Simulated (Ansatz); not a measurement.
H6NPSi (`[SiH3]NP`) from Hartree–Fock to CCSD(T)

```json
{"atom": "Si1", "x (Å)": "-0.2490", "y (Å)": "-0.6953", "z (Å)": "0.9132"}
{"atom": "N2", "x (Å)": "0.6818", "y (Å)": "-0.2410", "z (Å)": "-0.4675"}
{"atom": "P3", "x (Å)": "0.4127", "y (Å)": "1.1090", "z (Å)": "-1.4733"}
{"atom": "H4", "x (Å)": "-0.2371", "y (Å)": "0.3857", "z (Å)": "1.9352"}
{"atom": "H5", "x (Å)": "0.3458", "y (Å)": "-1.9340", "z (Å)": "1.4801"}
{"atom": "H6", "x (Å)": "-1.6668", "y (Å)": "-0.9417", "z (Å)": "0.5352"}
{"atom": "H7", "x (Å)": "1.4699", "y (Å)": "-0.8024", "z (Å)": "-0.7435"}
{"atom": "H8", "x (Å)": "0.2349", "y (Å)": "2.1276", "z (Å)": "-0.4919"}
{"atom": "H9", "x (Å)": "-0.9920", "y (Å)": "0.9922", "z (Å)": "-1.6874"}
```

The species carries charge 0 and has multiplicity 1. Geometry: relaxed with PBE0-D4/def2-TZVP. It is one conformer, not always the lowest. Frozen core, restricted reference, Ansatz 0.2.0. CBS rows extrapolate triple and quadruple zeta; past MP2 they add the triple-zeta difference.

```
     basis     HF (Eh)  MP2 corr.
  def2-SVP  -687.38569   -0.39256
def2-TZVPP  -687.68207   -0.49755
def2-QZVPP  -687.70466   -0.53448
```

(1) Estimate the CCSD correlation energy and the (T) correction in each basis where they were run (hartree).

## Answers

(1) 
| basis | CCSD corr. | (T) |
| --- | --- | --- |
| def2-SVP | -0.44378 | -0.01140 |
| def2-TZVPP | -0.54531 | -0.02031 |
| CBS(def2) | -0.60958 | as TZ |
